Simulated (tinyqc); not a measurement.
Inside a calculation. Method: Pariser-Parr-Pople SCF with singles CI, for the molecule O=CC(=O)O (SMILES; centres numbered as the heavy atoms are written). One step of it, computed by the program tinyqc.

Problem. Singles CI, triplets. Over the 4 single excitations with the smallest orbital gaps: A = (e_a - e_i) delta - (ij|ab), with (pq|rs) = sum c_mp c_mq gamma_mn c_nr c_ns.

orbital energies (eV): -15.666614  -12.534397  -9.362763  -0.941841  1.876676

coefficients:
```
         MO1        MO2        MO3        MO4        MO5
1O  0.305733   0.631529   0.093803   0.630554   0.318278
2C  0.482225   0.523936  -0.006841  -0.518753  -0.473074
3C  0.654065  -0.327755  -0.131924  -0.276630   0.608972
4O  0.331315  -0.279696  -0.646881   0.440949  -0.446216
5O  0.369345  -0.375512   0.745181   0.249672  -0.323951
```

repulsion gamma_rs (eV), lower triangle:
```
           1O         2C         3C         4O         5O
1O  16.230000
2C   8.197344  10.930000
3C   5.440619   7.491489  10.930000
4O   4.902324   5.441272   8.199163  16.230000
5O   3.813480   5.605759   8.793508   5.683421  22.950000
```

Give: triplet CI matrix; triplet excitation energies.

Solution.

triplet CI matrix (eV), lower triangle:
```
        3>4     3>5     2>4    2>5
3>4   1.585
3>5   2.416   2.745
2>4  -0.510  -0.280   3.014
2>5  -0.280   0.048  -0.980  6.738
```

triplet excitation energies (eV): -0.350  2.646  4.801  6.985
